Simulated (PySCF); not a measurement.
Rotational lines of SiF⁺

Lines J+1 ← J of the vibrational ground state, computed from RHF-CCSD(T) constants of SiF⁺, ¹Σ⁺ (singlet), closed shell (Si 6-31G(d,p), F 6-31G(d,p); no relativity (PySCF 2.14); masses 27.9769 and 18.9984 u), in MHz:

```
J   ν (MHz)
5  219144.0
6  255658.8
7  292169.4
8  328675.3
9  365175.6
```

Q: Find B0 and the effective bond length r0; with αe = 0.00397 cm⁻¹, find Re.

A: ν = 2B0(J+1) − 4D(J+1)³ gives B0 = 0.60921 cm⁻¹. With the reduced mass μred = 11.315 u, r0 = √(16.8576/(μred·B0)) (u, cm⁻¹, Å) = 1.5638 Å. Be = B0 + αe/2 = 0.61120 cm⁻¹ gives Re = 1.561 Å.

Correlated steps freeze 6 core orbitals. Correlated levels converge slowly with the basis: in double zeta they bind strong bonds too weakly, by up to about 1 eV, and carry superposition errors of some tenths. For an ion De counts to the pair picked by the measured ionisation energies or electron affinities, which need not be the lowest pair at this level. Where the molecule has an RHF reference, its open-shell atoms are computed with UHF. The CCSD T1 diagnostic is raised, a sign that a single reference may not be enough here.
